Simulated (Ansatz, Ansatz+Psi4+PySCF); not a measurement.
```xyz
6

C     0.0000    0.0000    0.6675
C     0.0000    0.0000   -0.6675
H     0.0000    0.9228    1.2377
H     0.0000   -0.9228    1.2377
H     0.0000    0.9228   -1.2377
H     0.0000   -0.9228   -1.2377
```

Basis set: cc-pVTZ (spherical functions). Correlated methods keep 2 orbitals frozen. Charge 0, multiplicity 1.

Computed with Ansatz (development build ahead of 0.2.0); each method stands on the lowest determinant of its kind that the runs found. Restricted open shells among the atoms or ions are ROHF, correlated in semicanonical orbitals with singles.

The atomization energy at this shape (free ground-state atoms in the same class of orbitals less the molecule, no zero-point energy) of singlet C2H4:

```json
{"method": "RHF-CCSD(T)", "atomization energy": "23.90 eV"}
```

Question: What does RHF-MP2 give?

Answer: 24.03 eV.
